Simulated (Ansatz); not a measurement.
A made-up structure of CH$_{4}$BCl, closed shell:

B1  (-0.564, 0.050, -0.519)
C2  (0.349, -0.130, 0.361)
Cl3  (1.155, 1.407, 0.489)
H4  (-1.107, -0.984, -0.600)
H5  (-0.733, 1.150, -1.100)
H6  (1.049, -1.003, 0.008)
H7  (-0.149, -0.489, 1.360)
(Å)

It is relaxed with PBE-D4/def2-SVP and then PBE0-D4/def2-TZVP (Ansatz 0.2.0). Atoms count as bonded within 1.22 times the sum of their covalent radii (H–H: 0.88 Å). The end point is not checked to be a true minimum.

Problem. Does its bonding change? (A judgement: the text doesn't fix the answer.)

Solution. By the calculation: No: no bond forms or breaks.

Where it ends: The first stage lowers the energy by 2.36 eV in 6 steps. It ends as CH₄BCl ([BH2][CH2][Cl]):
| atom | x (Å) | y (Å) | z (Å) |
| --- | --- | --- | --- |
| B1 | -0.6987 | 0.0093 | -0.6244 |
| C2 | 0.4355 | -0.0980 | 0.4251 |
| Cl3 | 1.4020 | 1.3710 | 0.7208 |
| H4 | -1.3472 | -0.9784 | -0.8198 |
| H5 | -0.9353 | 1.0130 | -1.2227 |
| H6 | 1.1269 | -0.8978 | 0.1352 |
| H7 | 0.0168 | -0.4192 | 1.3858 |

Labels in which every atom is bracketed show which atoms are joined, not bond orders.

For scale, one of the runs: PBE0-D4/def2-TZVP relaxation, 123 basis functions, launched by `ansatz run in.yaml --threads 2 --pin off --events-out ev --progress --plain --max-ram 4352MiB`. Hardware: 2 CPU threads of an Arm Neoverse V1, shared host. Wall time about 15 s.
